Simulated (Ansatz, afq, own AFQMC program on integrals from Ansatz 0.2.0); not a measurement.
**Where AFQMC and coupled cluster stand for O, triplet**

A free O atom.

Basis def2-SVP. Only valence electrons are correlated. Ansatz 0.2.0 and our own AFQMC program on the same integrals; the CISD trial comes from CCSD amplitudes, and released means the phaseless constraint is let go. Free AFQMC starts from the CCSD state and is never constrained. Its projection time is finite, and what remains of the start isn't in its error. Uncertainties: one standard error, sampling alone.

Determinant: UHF, the one that the program's search chose, which needn't be the lowest solution.

Full CI is exact in this basis; its frozen core comes from its own orbitals, which moves totals by up to a few meV.

Cautions: full CI with its own frozen core.

- T1 diagnostic: 0.0034
- weight of the determinant in the CISD state: 0.971
- ⟨S²⟩ of the determinant: 2.005
- size of the correlated space: 6 electrons in 13 orbitals

```tsv
level	correlation energy (eV)
MP2	-2.7565
CCSD	-3.1711
CCSD(T)	-3.1938
```

(1) Estimate where phaseless AFQMC with a CISD trial lies against CCSD(T) on the same integrals.

(1) 0.4 ± 0.06 kJ/mol below CCSD(T).

Reference: full CI, correlation energy -3.197 eV. The released energy is read at 1.50 1/Eh (meV from the phaseless value at times in 1/Eh: 0.2 ± 0.5 at 0.24, -0.6 ± 0.3 at 0.50, -1.6 ± 0.5 at 1.00, 0.1 ± 1.2 at 1.50). CCSDTQ lies 2.0 meV below full CI, in part by the other frozen core, which shifts every row alike, so rows that close can't be ranked against it.

| level | E − E(reference) (kJ/mol) | share of correlation (%) |
| --- | --- | --- |
| CCSD(T) | 0.3 | 99.90 |
| CCSDT | 0.0 | 100.00 |
| CCSDT(Q) | -0.2 | 100.05 |
| CCSDTQ | -0.2 | 100.06 |
| ph-AFQMC/HF | 4.2 ± 1.1 | 98.62 |
| ph-AFQMC/CISD | -0.1 ± 0.06 | 100.02 |
| released AFQMC | -0.1 ± 0.1 | 100.02 |
| free AFQMC | -0.1 ± 0.06 | 100.04 |

CCSDT and higher add their correlation energy to the determinant of the CCSD(T) run, since their own runs factorise the integrals more tightly (a shift of under 2 meV). Free projections are given only where their last times agree within the noise and don't stop above the reference; a slow remainder of the start can still hide under it. A walk keeps the symmetry of its determinant, which the program's search chose and which needn't be the lowest solution, so a lower state of the same spin and another symmetry isn't excluded. Released energies are given only where the last usable release times agree within the noise; a slower fall can still hide under it.
